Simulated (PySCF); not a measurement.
**Core binding energy against partial charge**

(Z)-2-butenenitrile, C4H5N.
Atom-mapped SMILES: `[CH3:1]/[CH:2]=[CH:3]\[C:4]#[N:5]`

Binding energies: delta-SCF UKS SCAN, pcX-2 on the ionised atom, pcseg-1 elsewhere, spin-free X2C in PySCF. Charges: PBE0/pcSseg-1 ground-state density, for the ionised atom.

```
atom       environment  C 1s (eV)  Mulliken (e)  IAO (e)  Hirshfeld (e)  ESP (e)
  C1    allylic carbon     291.48        -0.231   -0.426         -0.106   -0.418
  C2  alkene CH carbon     291.48        -0.187   -0.071         +0.005   +0.204
  C3  alkene CH carbon     291.76        -0.129   -0.215         -0.043   -0.621
  C4    nitrile carbon     292.18        +0.082   +0.131         +0.074   +0.581
```

Question: Give the correlation coefficient and slope of binding energy on charge for each scheme.

Answer: Mulliken: r = 0.98, slope 2.3 eV per e; Hirshfeld: r = 0.76, slope 3.3 eV per e; IAO: r = 0.75, slope 1.1 eV per e; ESP: r = 0.54, slope 0.3 eV per e. Mulliken charges have the highest r, on only 4 points.

Question: The point-charge model writes a binding energy as kq + V + constant, with V the potential of the other atoms' charges at the site. What does it give with the Mulliken charges?

Answer: V = Σ 14.40 eV Å × q/r over all other atoms: +4.07 eV at C1, +1.48 eV at C2, +1.06 eV at C3, -3.17 eV at C4. Fitting binding energy − V to q gives k = 23.4 eV per e and leaves an rms residual of 0.57 eV, against 0.05 eV for the fit on q alone. The model has no term for differences in relaxation between sites.

Spin contamination (⟨S²⟩ against 0.75 for a pure doublet) is marked for C 1s of C2 (0.86), which makes this value less certain. Isolated species at its PBE0-D3(BJ)/def2-SVP geometry, gas phase.
